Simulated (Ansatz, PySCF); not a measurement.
Barrier height from NH2 (SMILES [NH2]) + C2H5 (SMILES [CH2]C) to the transition structure C2H7N, without zero-point energy, on the benchmark's geometries as Psi4's copy of the set gives them.
Transition structure (charge 0, multiplicity 3):
```xyz
10

C     -1.395    -0.450     0.001
C     -0.436     0.714     0.002
N      1.928    -0.378     0.003
H     -1.200    -1.121    -0.836
H     -1.322    -1.028     0.922
H     -2.429    -0.105    -0.089
H     -0.418     1.308    -0.907
H     -0.441     1.329     0.897
H      0.829     0.181    -0.029
H      2.473     0.498     0.004
```
Reactant (charge 0, multiplicity 2):
```
atom   x (Å)    y (Å)    z (Å)
----  ------  -------  -------
N     0.0000   0.0000  -0.0801
H     0.0000  -0.8023   0.5563
H     0.0000   0.8023   0.5563
```

Open shells are unrestricted; no spin–orbit coupling.

Codes used: Ansatz (a quantum-chemistry and plane-wave program) with Gaussian orbitals; PySCF for the dispersion terms. 

### Question
One of these levels gives 11.03 kcal/mol for the barrier height. Which?
A) wB97X-V/def2-TZVPPD
B) B3LYP-D3(BJ)/def2-TZVPPD
C) SVWN5/def2-TZVPPD
D) BHLYP-D3(BJ)/def2-TZVPPD

### Answer
D, BHLYP-D3(BJ)/def2-TZVPPD. The others give -5.76 (SVWN5/def2-TZVPPD), 6.56 (B3LYP-D3(BJ)/def2-TZVPPD), 8.14 (wB97X-V/def2-TZVPPD)
